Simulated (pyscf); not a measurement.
Thermochemistry of product channels of H₃Si–O–SiH₃ (SMILES [SiH3]O[SiH3]) + OH• (SMILES [OH]) on the doublet surface, in kcal/mol, from ωB97M-D3(BJ)/def2-TZVP energies (ideal gas, 1 atm, RRHO with modes under 100 cm⁻¹ raised to 100, one conformer, R ln 2 for chiral ones without a mode under 150 cm⁻¹). Single points on ωB97X-D3(BJ)/def2-SVP structures (PySCF, gas phase).

| products | ΔE | ΔH(298 K) | ΔG(600 K) | ΔG(1200 K) |
|---|---|---|---|---|
| HO–SiH₂–O–SiH₂• (SMILES O[SiH2]O[SiH2]) + H₂ (SMILES [H][H]) | … | -47.2 | -44.5 | -43.1 |
| HO–SiH•–O–SiH₃ (SMILES O[SiH]O[SiH3]) + H₂ (SMILES [H][H]) | … | -45.1 | -42.7 | -41.6 |
| •H₂Si–O–SiH₃ (SMILES [SiH2]O[SiH3]) + H₂O (SMILES O) | -24.2 | -22.1 | -24.0 | -25.4 |
| HO–SiH₃ (SMILES O[SiH3]) + O (SMILES [O]) [triplet] + SiH₃• (SMILES [SiH3]) | … | +112.0 | +93.3 | +74.9 |
| •O–SiH₂–O–SiH₃ (SMILES [O][SiH2]O[SiH3]) + H₂ (SMILES [H][H]) | -22.1 | -24.3 | -21.3 | -19.4 |

**Question.** Some entries are withheld; supply them.

**Answer.** 
- HO–SiH₂–O–SiH₂• (SMILES O[SiH2]O[SiH2]) + H₂ (SMILES [H][H]), ΔE: -46.8
- HO–SiH•–O–SiH₃ (SMILES O[SiH]O[SiH3]) + H₂ (SMILES [H][H]), ΔE: -44.7
- HO–SiH₃ (SMILES O[SiH3]) + O (SMILES [O]) [triplet] + SiH₃• (SMILES [SiH3]), ΔE: +113.9

These are energies of the channels, which say nothing of barriers. Left out: orbital degeneracy and the spin-orbit lowering of OH, O.
